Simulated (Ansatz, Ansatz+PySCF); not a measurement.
| atom | x (Å) | y (Å) | z (Å) |
| --- | --- | --- | --- |
| B | 0.0000 | 0.0000 | 0.8809 |
| B | 0.0000 | 0.0000 | -0.8809 |
| H | 0.9934 | 0.0000 | 0.0000 |
| H | -0.9934 | 0.0000 | 0.0000 |
| H | 0.0000 | 1.0515 | 1.4667 |
| H | 0.0000 | -1.0515 | 1.4667 |
| H | 0.0000 | 1.0515 | -1.4667 |
| H | 0.0000 | -1.0515 | -1.4667 |

RHF-MP2 on singlet B2H6 was run in several spherical basis sets with Ansatz (development build ahead of 0.2.0). Frozen core: 2 orbitals.

Task: Rank the basis sets by the total energy that they give, lowest first, with the distance from the lowest.
A. cc-pVTZ
B. 6-31G(d)
C. def2-TZVP
D. def2-SVP

Result: A (0.00 eV), C (0.39 eV), D (2.77 eV), B (2.90 eV).

Totals follow the description of the cores as much as that of the bonds, so this order isn't one of quality for chemistry.
